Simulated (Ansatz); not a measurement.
Geometry optimisation, UKS BLYP-D4/def2-SVP (Ansatz).

input.yaml

```yaml
crystal:
  periodic: [false, false, false]
  atoms:
    - { symbol: H, position_ang: [-0.36952, -0.023529, 0.555037] }
    - { symbol: "N", position_ang: [0.218892, 0.393426, -1.641504] }
    - { symbol: "N", position_ang: [-0.431601, -0.284886, 1.548669] }
    - { symbol: H, position_ang: [-0.520945, -0.007995, -2.267042] }
    - { symbol: H, position_ang: [1.079984, -0.076348, -2.013139] }
    - { symbol: H, position_ang: [-0.495599, 0.621243, 2.042412] }
    - { symbol: H, position_ang: [0.51879, -0.62191, 1.775666] }
magnetization:
  spin_polarized: true
  initial_magnetization: 1
basis:
  gaussian: { orbitals: def2-SVP }
hamiltonian:
  xc: blyp
  dispersion: d4
relax:
  f_tol: 0.03
  max_steps: 50
output:
  orbitals: {}
```

Command:

```bash
$ ansatz run input.yaml --threads 1 --pin off --max-ram 2048MiB --backend cpu --events-out ev --progress --plain --runs-dir out
```

Where does it end, and by what steps?

The forces met the threshold. The force dipped under the threshold on the way, but the program's further checks kept it going. After 19 steps the energy has fallen by 0.151 eV; H4 moved furthest, 1.19 Å.

```csv
step,energy less start (eV),largest force component (eV/Å),accepted
0,0.0000,0.372,yes
1,0.0130,1.026,no
2,-0.0089,0.276,yes
3,-0.0202,0.127,yes
4,-0.0335,0.204,yes
5,-0.0355,0.684,yes
6,-0.0519,0.554,yes
7,-0.0773,0.240,yes
8,-0.1069,0.096,yes
9,-0.0702,0.989,no
10,-0.1218,0.041,yes
11,-0.1305,0.227,yes
12,-0.1447,0.033,yes
13,-0.1468,0.137,yes
14,-0.1490,0.105,yes
15,-0.0993,1.012,no
16,-0.1504,0.023,yes
17,-0.1505,0.058,yes
18,-0.1507,0.035,yes
19,-0.1508,0.002,yes
```

```xyz
7
Properties=species:S:1:pos:R:3
H -0.741 0.262 0.348
N -0.141 0.262 -1.366
N -0.396 -0.024 1.298
H 0.152 -0.716 -1.594
H 0.781 0.754 -1.374
H 0.488 0.483 1.456
H -0.142 -1.021 1.232
```

Run time: 33 s on 1 CPU thread of a shared host.
